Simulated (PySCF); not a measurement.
Broadened absorption spectrum of C2H3F3

Compound: C₂H₃F₃.
InChI=1S/C2H3F3/c1-2(3,4)5/h1H3

The calculation used PySCF 2.14.0, density-fitted response routines, TDDFT CAM-B3LYP/aug-cc-pVTZ, vertical, gas phase, core orbitals frozen in the response. Geometry: PBE0-D3(BJ)/def2-TZVP; no solvent, vibrations or thermal averaging.

Computed states:

```
state  E (eV)       f
   S1   10.12   0.057
   S2   10.61   0.037
   S3   10.62   0.036
   S4   10.93  0.0000
   S5   11.07   0.024
   S6   11.07   0.024
   S7   11.20  0.0001
   S8   11.49   0.034
   S9   11.49   0.034
```

Each state is given a Gaussian of 0.4 eV full width at half maximum, with ε(max) = 2.175×10⁸ f / Δν̃ (Δν̃ the width in cm⁻¹). The width is an assumption, not a result. The curve ends short of the highest state used, and states not computed would add to its high-energy end.

Task: What does the envelope look like, and where are its maxima?

Result: 
E (eV), ε (L mol⁻¹ cm⁻¹) and a bar:
```
     9.52          8 
     9.57         21 
     9.61         44 
     9.66        102 #
     9.71        215 #
     9.75        368 ##
     9.80        666 ####
     9.85       1106 #######
     9.90       1685 ##########
     9.94       2217 #############
     9.99       2892 #################
    10.04       3465 #####################
    10.09       3820 #######################
    10.13       3904 #######################
    10.18       3768 ######################
    10.23       3459 #####################
    10.28       3137 ###################
    10.32       2983 ##################
    10.37       3021 ##################
    10.42       3344 ####################
    10.47       3875 #######################
    10.51       4344 ##########################
    10.56       4822 #############################
    10.61       5035 ##############################
    10.66       4919 #############################
    10.70       4621 ############################
    10.75       4112 ########################
    10.80       3618 ######################
    10.84       3336 ####################
    10.89       3187 ###################
```

Maxima: 122 nm (10.13 eV), ε about 3900, made up of S1 (98%); 117 nm (10.62 eV), ε about 5000, made up of S2 (49%) and S3 (48%) (ε in L mol⁻¹ cm⁻¹; maxima over ε = 5, shares over 10%).

Task: Coming from long wavelengths, where does ε first pass 100 L mol⁻¹ cm⁻¹?

Result: At about 128 nm (9.66 eV), 0.46 eV below S1.

Task: What would ε be at 10.62 eV, the highest of these maxima, with half the width (0.2 eV)?

Result: About 9750 L mol⁻¹ cm⁻¹ against 5040, a factor of about 1.9; a lone state at its own centre would give exactly 2.

On AMD EPYC 9R45, one thread, no GPU (shared host), this took 22 s wall and 1.1 GiB of memory at its peak.
